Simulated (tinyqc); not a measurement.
Extended Hueckel theory, for HF+, step by step. The parameters take no account of the charge, which enters only through the electron count. Computed by tinyqc, a small Python program that keeps every step (integrals from PySCF). Settings: charge = 1, K = 1.75, multiplicity = 2. Command: `OMP_NUM_THREADS=1 python tinyqc.py 31592 31593 out.jsonl` (the two numbers bound the seeds that draw the settings). One thread of a shared host (Intel(R) Xeon(R) Processor @ 2.60GHz), about 0.01 s of CPU time with the checks.

## Overlaps

Geometry (angstrom):
```
atom         x         y         z
F     0.000000  0.000000  0.000000
H     0.000000  0.000000  0.959000
```

Parameters chosen for this run:
```
element  shell  Slater exponent   H_ii (eV)
F           2s         2.425000  -40.000000
F           2p         2.425000  -18.100000
H           1s         1.300000  -13.600000
```

Slater orbitals, each expanded in six Gaussians scaled to its exponent.

overlap S, lower triangle:
```
           1F 2s    1F 2px    1F 2py    1F 2pz     2H 1s
1F 2s   1.000000
1F 2px  0.000000  1.000000
1F 2py  0.000000  0.000000  1.000000
1F 2pz  0.000000  0.000000  0.000000  1.000000
2H 1s   0.434681  0.000000  0.000000  0.362454  1.000000
```

## Wolfsberg-Helmholz matrix

diagonal H_ii (eV): 1F 2s -40.000000, 1F 2px -18.100000, 1F 2py -18.100000, 1F 2pz -18.100000, 2H 1s -13.600000

K = 1.750000

H_ij = K' S_ij (H_ii + H_jj)/2 for i != j (the diagonal keeps H_ii), with K' = 1.75.

H (eV), lower triangle:
```
             1F 2s      1F 2px      1F 2py      1F 2pz       2H 1s
1F 2s   -40.000000
1F 2px    0.000000  -18.100000
1F 2py    0.000000    0.000000  -18.100000
1F 2pz    0.000000    0.000000    0.000000  -18.100000
2H 1s   -20.386554    0.000000    0.000000  -10.053567  -13.600000
```

## Orbitals

valence electrons = 7

Solve H C = S C e through S^(-1/2); fill by pairs from the bottom, a degenerate level sharing its electrons equally; each orbital has its largest coefficient positive (the first on a tie).

orbital energies (eV): -40.317545  -18.926354  -18.100000  -18.100000  3.314711

occupations: 2.000000  2.000000  1.500000  1.500000  0.000000

coefficients:
```
              MO1        MO2        MO3       MO4        MO5
1F 2s    0.950235  -0.133902   0.000000  0.000000  -0.597595
1F 2px   0.000000   0.000000   0.999012  0.044443   0.000000
1F 2py   0.000000   0.000000  -0.044443  0.999012   0.000000
1F 2pz  -0.021643   0.896860   0.000000  0.000000  -0.623266
2H 1s    0.105457   0.232063   0.000000  0.000000   1.185878
```

sum of one-electron energies = -172.787798 eV

Within a degenerate level the vectors are fixed only up to a rotation; this is one choice.

## Mulliken analysis

P = C n C^T; charge = valence electrons (F 7, H 1) minus the sum of (P S)_ii on the atom; overlap population = 2 sum P_ij S_ij between two atoms.

charges: 1F 0.339272, 2H 0.660728

Overlap populations:
```
pair     value
2-1   0.418646
```
